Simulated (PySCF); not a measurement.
A geometry optimisation, as run on 3-butyn-1-ol (`C#CCCO`).

Method: PBE0-D3(BJ)/def2-SVP geometry optimisation, gas phase (PySCF).

Input of the driver that calls PySCF (job settings, then Cartesian coordinates in Å, the GFN2-xTB start):

```
{"job": {"xc": "PBE0", "basis": "def2-SVP", "d3": "d3bj", "grid": 1, "kind": "geom"}, "charge": 0, "multiplicity": 1}
C      2.2520     0.1903     0.1571
C      1.1797    -0.3386     0.1021
C     -0.1607    -0.8852     0.0398
C     -1.1662     0.2030    -0.3705
O     -1.2593     1.2367     0.5763
H      3.2124     0.6097     0.2025
H     -0.4350    -1.2790     1.0225
H     -0.1903    -1.7000    -0.6874
H     -0.8861     0.6056    -1.3557
H     -2.1684    -0.2263    -0.4414
H     -0.3727     1.5864     0.7286
```

Output:

```
step   0  E = -230.74086576  max force = 0.023217
step   1  E = -230.74246370  max force = 0.004359
step   2  E = -230.74253256  max force = 0.000532
step   3  E = -230.74255531  max force = 0.000719
step   4  E = -230.74257648  max force = 0.001001
step   5  E = -230.74258105  max force = 0.000470
step   6  E = -230.74258301  max force = 0.000144
optimisation converged
```

Energies are in Eh and forces in Eh/bohr. The run used 100 basis functions and 45 SCF iterations in all.

Time: 20 s. Hardware: an Arm Neoverse V2 with one thread (shared host).

Task: How much energy does the optimisation gain, and how much of it in the first step?

Result: 1.1 kcal/mol (47 meV) from step 0 to step 6; the first step changes the energy by -1.0 kcal/mol. The largest force component goes from 0.0232 to 0.00014 Eh/bohr.

Final geometry (Å):

```xyz
11
angstrom
C      2.4978   -0.0669   -0.0934
C      1.3938   -0.5643   -0.1459
C      0.0338   -1.0829   -0.2176
C     -0.9468   -0.0157   -0.7137
O     -0.9696    1.1092    0.1095
H      3.4870    0.3496   -0.0447
H     -0.2777   -1.4213    0.7850
H      0.0024   -1.9628   -0.8823
H     -0.6966    0.2393   -1.7634
H     -1.9636   -0.4381   -0.7154
H     -0.0661    1.4457    0.1622
```

Point group C1. Not checked by PBE0-D3(BJ)/def2-SVP frequencies. After the best overlay, start and end differ by 0.06 Å (root mean square over atoms). The end geometry stands in another orientation or position than the input.
